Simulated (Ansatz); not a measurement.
C2HF2O, SMILES O=[C]C(F)F, a geometry optimisation

With the Ansatz DFT code, driven from Python.

The cells in order, each with its output:

**Cell 1**
```python
import itertools
import warnings

import ansatz as az
from ase import Atoms
from ase.data import atomic_numbers, covalent_radii
import numpy as np
```

**Cell 2**
```python
warnings.simplefilter('ignore', az.DeckWarning)
```

**Cell 3**
```python
atoms = Atoms(['O', 'C', 'C', 'F', 'F', 'H'], positions=[
    (1.8762, -0.0193, -0.4072),
    (1.0062, -0.3368, 0.3876),
    (-0.4245, -0.0088, 0.1166),
    (-0.5786, 1.3607, 0.0065),
    (-0.83, -0.6151, -1.0579),
    (-1.0493, -0.3807, 0.9544),
])
c2hf2o = az.Crystal.molecule_from_ase(atoms)
```

**Cell 4**
```python
model = (
    c2hf2o.calculation()
    .basis(gaussian='cc-pVDZ')
    .functional('CAM-B3LYP')
    .spin('collinear', total=1)
)
symbols = [site.symbol for site in c2hf2o.cartesian_sites]
start = np.array([site.position_ang for site in c2hf2o.cartesian_sites], dtype=float)
def progress(event):
    if event['event'] == 'relax_step':
        row = event['data']
        print(f'step {row["step"]:3d}  E = {row["lagrangian_ev"]:.6f} eV  largest force component {row["allowed_force_max_ev_ang"]:.4f} eV/A')


report = model.relax(force_tolerance=0.005).session().plan().execute(on_event=progress).report
end = np.array(report['positions_ang'])
```
Output:
```text
step   1  E = -9565.855896 eV  largest force component 3.8120 eV/A
step   2  E = -9566.037234 eV  largest force component 1.0933 eV/A
step   3  E = -9566.059194 eV  largest force component 0.2859 eV/A
step   4  E = -9566.061583 eV  largest force component 0.0486 eV/A
step   5  E = -9566.061351 eV  largest force component 0.1194 eV/A
step   6  E = -9566.061672 eV  largest force component 0.0085 eV/A
step   7  E = -9566.061672 eV  largest force component 0.0008 eV/A
```

**Cell 5**
```python
print(f'E = {report["free_energy_ev"]:.6f} eV = {report["free_energy_ev"] / 27.211386246:.7f} Ha')
print('converged:', report['converged'], ' doubts:', report['published_state_doubts'] or 'none')
```
Output:
```text
E = -9566.061741 eV = -351.5462849 Ha
converged: True  doubts: none
```

**Cell 6**
```python
# pairs closer than 1.2 times the sum of covalent radii, before or after
radius = [covalent_radii[atomic_numbers[s]] for s in symbols]
span = lambda where, i, j: np.linalg.norm(where[i] - where[j])
bonded = [(i, j) for i, j in itertools.combinations(range(len(symbols)), 2) if min(span(start, i, j), span(end, i, j)) < 1.2 * (radius[i] + radius[j])]
print('pair        before    after (A)')
for i, j in bonded:
    print(f'{symbols[i]}{i}-{symbols[j]}{j}'.ljust(10), f'{span(start, i, j):8.4f} {span(end, i, j):8.4f}')
```
Output:
```text
pair        before    after (A)
O0-C1        1.2204   1.1753
C1-C2        1.4926   1.5609
C2-F3        1.3825   1.3495
C2-F4        1.3826   1.3495
C2-H5        1.1093   1.0986
```

Reading the output:
- Total energies depend on the basis set; only differences at equal settings carry meaning.
- The end point is the stationary point reached from this start; no frequency run checks that it is a minimum, and the basis set is modest.
- The species is open-shell (spin multiplicity 2).
- Run time: 31 s on 1 thread of Arm Neoverse V2 (shared host), peak memory 0.28 GiB.

(Lines on the test bed's own set-up are left out of the output.)
